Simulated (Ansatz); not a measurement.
`C=CC(F)F` and `C=CC(F)Cl` differ in one atom or group.

Ansatz, PBE0-D4/def2-TZVP geometries, multiplicity 1. Each molecule was computed in one conformer, which needn't be the lowest.

```json
{"property": "size of the dipole moment (ωB97M-V/def2-TZVPP) / D", "`C=CC(F)F`": "2.11"}
{"property": "HOMO–LUMO gap (PBE0/def2-TZVPP) / eV", "`C=CC(F)F`": "7.90"}
{"property": "size of the dipole moment (PBE/def2-TZVPP) / D", "`C=CC(F)F`": "1.96"}
{"property": "HOMO energy (PBE/def2-TZVPP) / eV", "`C=CC(F)F`": "-7.22"}
{"property": "HOMO energy (PBE0/def2-TZVPP) / eV", "`C=CC(F)F`": "-8.40"}
{"property": "HOMO–LUMO gap (B3LYP/def2-TZVPP) / eV", "`C=CC(F)F`": "7.41"}
```

Question: Give the same properties after the change, and the shifts. (Best estimate.)

Answer: Computed: 
```
                                          property  `C=CC(F)Cl`  shift
size of the dipole moment (ωB97M-V/def2-TZVPP) / D         1.99  -0.12
              HOMO–LUMO gap (PBE0/def2-TZVPP) / eV         7.54  -0.36
    size of the dipole moment (PBE/def2-TZVPP) / D         1.90  -0.06
                 HOMO energy (PBE/def2-TZVPP) / eV        -7.03   0.19
                HOMO energy (PBE0/def2-TZVPP) / eV        -8.20   0.20
             HOMO–LUMO gap (B3LYP/def2-TZVPP) / eV         7.06  -0.35
```

With PBE0 the HOMO rises by 0.20 eV and the LUMO falls by 0.16 eV, so the gap narrows by about 0.36 eV. PBE moves the HOMO by 0.19 eV and ωB97M-V by 0.25 eV. Dipoles are sizes alone; their direction can turn.

B3LYP here is the variant with VWN-RPA as its local correlation; programs differ in this.
